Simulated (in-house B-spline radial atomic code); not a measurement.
Functionals against ionisation energies along an isoelectronic series: F to P⁶⁺

Ionisation energies as differences of self-consistent total energies from an all-electron radial atomic-structure program (B-spline basis): all electrons, radial basis limit, scalar-relativistic (one-electron X2C), spin-polarised at highest spin, spherical densities; exact exchange is averaged over the determinants of each configuration. No spin-orbit coupling, Breit or QED terms. NIST's values run from ground level to ground level, so in open shells the differences also hold multiplet and fine-structure energies that spherical high-spin averages miss. Columns give computed minus NIST, in eV; a star marks a semi-empirical value. Species are left out where the tabulated value is theory, is uncertain by more than 0.12 eV, or (13 ions, such as In⁴⁺, Te⁴⁺ and Bi⁴⁺) lies off its series for all methods alike, which flatters the means a little.

```csv
species,shell,NIST (eV),PBEsol,BLYP,B97-1,OLYP
F,2p,17.42,+0.32,+0.43,+0.19,+0.18
Ne⁺,2p,40.96,+0.28,+0.43,+0.25,+0.22
Mg³⁺,2p,109.27*,+0.21,+0.46,+0.35,+0.35
Al⁴⁺,2p,153.83*,+0.19,+0.50,+0.40,+0.43
Si⁵⁺,2p,205.28 ± 0.005*,?,?,?,?
P⁶⁺,2p,263.57 ± 0.06*,+0.20,+0.62,+0.54,+0.64
```

Q: What are the differences for Si⁵⁺ ([He] 2s2 2p5)?

A: PBEsol +0.17; BLYP +0.53; B97-1 +0.45; OLYP +0.51 eV.

Q: How do the methods rank, and which species is hardest?

A: Mean absolute (signed) differences: PBEsol 0.23 (+0.23) eV; B97-1 0.36 (+0.36) eV; OLYP 0.39 (+0.39) eV; BLYP 0.49 (+0.49) eV. For Ne⁺, which loses a 2p electron, the nearest method is off by +0.22 eV, the largest such miss.
